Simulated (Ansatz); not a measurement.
Born–Oppenheimer molecular dynamics of BH₃O₂ (6 atoms, charge 0, multiplicity 1). It starts from a relaxed structure.

Theory: RKS LDA/def2-SVP in Ansatz 0.2.0.

- ensemble: NVE (velocity Verlet)
- time step: 0.5 fs
- steps asked: 150
- starting velocities drawn for: 100 K
- seed: 832982

First frame:

```xyz
6
Properties=species:S:1:pos:R:3
B 0.042 -0.188 0.059
H -0.165 0.176 1.208
O 1.322 -0.244 -0.357
H 1.380 -0.548 -1.286
O -0.952 -0.533 -0.799
H -1.837 -0.461 -0.402
```

Question: How far do the bonds stretch over the last three quarters of this one trajectory? (Pairs bonded in most of those frames.)

Answer: 
```csv
bond,mean (Å),spread (Å),shortest,longest
B1–H2,1.223,0.005,1.21,1.23
B1–O3,1.349,0.005,1.34,1.36
B1–O5,1.358,0.005,1.35,1.37
O3–H4,0.979,0.013,0.96,1.00
O5–H6,0.975,0.014,0.95,0.99
```

Mean temperature of the second half: 50 K. The conserved energy stayed within 0.098 meV per atom of its start (net change 0.02 meV per atom), so the integration is sound. Over the second half the temperature averaged 0.50 of the 100 K drawn at the start: a run that starts near a minimum puts about half its kinetic energy into the potential. A run of 0.075 ps of so small a system gives no equilibrium averages.

The run took 79 s on 1 thread of Arm Neoverse V2 (shared host), peak memory 0.089 GiB.
